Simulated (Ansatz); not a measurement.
# CHOSi: the cost of one run

The runs use Ansatz 0.2.0, Gaussian basis; def2-QZVPP, core rule «outside noble gas», up to 7 orbitals frozen.

The runs, in order: UHF; ROHF; CCSD(T) on UHF.

2 further runs of the same task are left out: 2 set aside as unsound or not needed.

## Step 1: The geometry

The geometry is a PBE0/def2-TZVP stationary point (not a proven minimum) of the parent state, kept for this charge and spin.

4 atoms, charge 1, spin multiplicity 3.

Atoms are counted from 1 here; the program's logs count them from 0.

Bond lengths: C1–Si2 1.734 Å, C1–H4 1.091 Å, Si2–O3 1.512 Å. Angles: Si2–C1–H4 122.7°, C1–Si2–O3 156.4°.

## Step 2: UHF

The input, in.yaml:

```yaml
crystal:
  periodic: [false, false, false]
  atoms:
    - {symbol: C, position_ang: [0.000000, -0.252496, 1.704393]}
    - {symbol: Si, position_ang: [0.000000, 0.153083, 0.018811]}
    - {symbol: O, position_ang: [0.000000, -0.110768, -1.469523]}
    - {symbol: H, position_ang: [0.000000, 0.501477, 2.492415]}
basis:
  gaussian: {orbitals: "def2-QZVPP.json"}
total_charge: 1
magnetization: {spin_polarized: true, initial_magnetization: 2}
hamiltonian: {xc: hf}
output: {orbitals: {seedname: orbitals}}
```

Command:

```console
$ ansatz run in.yaml --threads 1 --pin off --events-out ev --progress --plain --max-ram 2393MiB
```

What time and memory should one allow on 1 thread of Arm Neoverse V2, shared host?

About 37 s, with a peak of 0.48 GiB.
